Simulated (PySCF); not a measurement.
Consider acetylene, `C#C` (C2H2). Numbering: `[CH:1]#[CH:2]`

Level of theory: ωB97X-D3(BJ)/ma-def2-TZVP single points in PySCF, grid level 2; every species was optimised with PBE0-D3(BJ)/def2-SVP. ωB97X-D3(BJ) is ωB97X-V with D3(BJ) in place of VV10. Thermal corrections: PBE0-D3(BJ)/def2-SVP frequencies, unscaled, ideal gas at 298.15 K and 1 bar, quasi-RRHO entropy.

Question: What are the vertical and the adiabatic ionisation energy for forming the radical cation?

Answer: 11.31 eV vertical and 11.23 eV adiabatic, the latter with zero-point energy.

Question: Where does the unpaired spin of the relaxed radical cation sit?

Answer: C2 (alkyne carbon) 0.52, C1 (alkyne carbon) 0.52 (intrinsic atomic orbital populations).

Question: What oxidation potential follows in THF (IEF-PCM), given that Fc+/Fc comes at 4.74 V absolute with this functional and basis?

Answer: In the gas phase ΔG of oxidation is 11.195 eV, and solvation is -12.1 kJ/mol for the parent and -261.2 kJ/mol for the product, so the absolute potential is 8.61 V, or 3.87 V against Fc+/Fc. Fc+/Fc in THF, 4.74 V, is ωB97X-D3(BJ)/ma-def2-TZVP on PBE0-D3(BJ)/def2-SVP structures with GFN2-xTB thermal terms. Benchmark calculations put it near 5.0 V in acetonitrile and DMSO, so it is about 0.3 V low, and the value against it can read up to that much too high. The solvent is electrostatics only, on gas-phase structures; the absolute scale refers to an electron at rest in vacuum.

Question: How far is −ε(HOMO) from the vertical value by ΔSCF?

Answer: −ε(HOMO) = 10.92 eV, which is 0.40 eV below the ΔSCF value.

Differences come from unrounded values, so a last digit can differ from that of the printed terms.
